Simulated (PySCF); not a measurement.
**Nuclear quadrupole coupling in trifluoroacetaldehyde**

Species: trifluoroacetaldehyde, C2HF3O.
Structure used (PBE0-D3(BJ)/def2-SVP), in Å, numbered top down from 1:
```
atom  x, y, z in Å
O1     0.602   -1.142   -1.345
C2     0.685   -0.251   -0.557
C3    -0.473    0.148    0.367
F4    -0.043    0.152    1.629
F5    -1.499   -0.672    0.261
F6    -0.867    1.385    0.059
H7     1.597    0.379   -0.414
```

Field gradients from the PBE0/pcSseg-1 density (PySCF, non-relativistic), principal values in atomic units, ordered |Vxx| ≤ |Vyy| ≤ |Vzz|:

```json
{"atom": "O1", "Vxx": "0.3274", "Vyy": "1.8415", "Vzz": "-2.1689"}
```

Question: Find the asymmetry η = (Vxx − Vyy)/Vzz and the couplings χ = eQV/h (234.96 MHz × Q in barn × V in au), with Q(17O) = −0.0256 b.

Answer: 
```csv
atom,environment,nucleus,η,χzz (MHz),χxx (MHz),χyy (MHz)
O1,aldehyde oxygen,17O,0.70,13.05,-1.97,-11.08
```

The tensor is traceless: Vxx + Vyy + Vzz = 0.

Question: What is Vzz at O1 in SI units (1 au = 9.71736 × 10²¹ V/m²)?

Answer: -2.1689 au = -21.076 × 10²¹ V/m².

Question: And the gradient at the other heavy atoms, for which no coupling is worked out here?

Answer: 
| atom | environment | Vzz (au) | η |
| --- | --- | --- | --- |
| C2 | aldehyde carbon | 0.518 | 0.21 |
| C3 | CF3 carbon | -0.438 | 0.06 |
| F4 | fluorine of a CF3 group | 2.856 | 0.02 |
| F5 | fluorine of a CF3 group | 2.903 | 0.04 |
| F6 | fluorine of a CF3 group | 2.862 | 0.01 |

Question: What couplings would deuterons (Q(2H) = 0.00286 b) have in place of the hydrogens, at this geometry?

Answer: 
```csv
atom,bonded to,bond length (Å),Vzz (au),η,χzz (kHz)
H7,C2,1.118,0.2475,0.03,166
```

Isolated species at its PBE0-D3(BJ)/def2-SVP geometry, gas phase. With so small a basis the couplings can be 20 % off.
